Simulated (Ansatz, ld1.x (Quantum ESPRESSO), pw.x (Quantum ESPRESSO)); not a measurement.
## From atom to crystal: PAW potential for Ca (Z = 20)

calcium, PAW, made with ld1.x (Quantum ESPRESSO) 7.5 (PBEsol, scalar-relativistic). Core [Ne], reference 3s2 3p6 3d0 4s2 4p0. Waves: 3s (bound): rcut 1.85, rcutus 1.95 bohr; 4s (bound): rcut 1.85, rcutus 1.95 bohr; 3p (bound): rcut 1.75, rcutus 1.90 bohr; 4p (bound, empty): rcut 1.75, rcutus 1.90 bohr; 3d (bound, empty): rcut 1.60, rcutus 2.20 bohr; 3d channel at 4.85 Ry: rcut 1.60, rcutus 2.20 bohr. Local part: all-electron potential smoothed inside 1.45 bohr (lloc = -2). Core correction: Bessel-smoothed model core, default radius (core density twice the valence density). Augmentation charge: GAUSS, radius 1.55 bohr.

Atomic tests: cutoffs needed: 21 Ry and 35 Ry (the cutoffs (Ry, on a coarse ladder) from which the occupation-weighted sum of valence levels, in a spherical-Bessel basis at the reference potential, stays within 10 and 1 mRy of its value at 400 Ry); ghost test: no extra level below or beside the all-electron valence levels (s, p, d, f tested) (spherical-Bessel basis up to 400 Ry, 20 bohr box); largest excitation error: +14 meV (all-electron minus pseudo) for 3s1 3p6 3d0 4s2 4p0, out of 7 test configurations.

Crystal test: fcc Ca in pw.x 7.5, no spin, 10³ k-points, Fermi–Dirac smearing 0.01 Ry, cutoffs 45/360 Ry. The reference is all-electron LAPW (Ansatz 0.2.0) with the same functional, mesh and smearing; V0 and B0 come from Birch–Murnaghan fits to the pressures at five volumes. Errors are pseudo minus all-electron; Δ is the rms difference of the E(V) curves that follow from these fits, minima aligned, over ±6 % about the mean V0. Mesh and smearing are coarse, so the numbers serve the comparison and aren't converged zero-temperature values; the lattice is a test structure that the element need not adopt.

```json
{"V (Å³/atom)": "38.659", "P all-electron (GPa)": "0.99", "P pseudo (GPa)": "0.94"}
{"V (Å³/atom)": "39.677", "P all-electron (GPa)": "0.46", "P pseudo (GPa)": "0.44"}
{"V (Å³/atom)": "40.694", "P all-electron (GPa)": "-0.02", "P pseudo (GPa)": "-0.03"}
{"V (Å³/atom)": "41.711", "P all-electron (GPa)": "-0.45", "P pseudo (GPa)": "-0.49"}
{"V (Å³/atom)": "42.729", "P all-electron (GPa)": "-0.83", "P pseudo (GPa)": "-0.88"}
```

All-electron: a0 = 5.458 Å (V0 = 40.66 Å³/atom), B0 = 18.1 GPa.

Pseudopotential: mean pressure error (GPa): -0.04; a0 (Å): 5.456; a0 error (%): -0.04; B0 error (%): +1.2; Δ (meV/atom): 0.3.

Q: At the middle volume, how do free energy and pressure move when the wave cutoff is lowered (ecutrho held at 360 Ry)?

A:

```json
{"cutoff (Ry)": "20", "shift of F (meV/atom)": "+240.7", "shift of P (GPa)": "-3.85"}
{"cutoff (Ry)": "27", "shift of F (meV/atom)": "+50.5", "shift of P (GPa)": "-0.41"}
{"cutoff (Ry)": "36", "shift of F (meV/atom)": "+7.5", "shift of P (GPa)": "-0.20"}
```

The run at the middle volume (47 k-points, 9 iterations) took about 28 s on one core of a shared host (Neoverse-N1, 64 threads, 124 GiB, load 50).
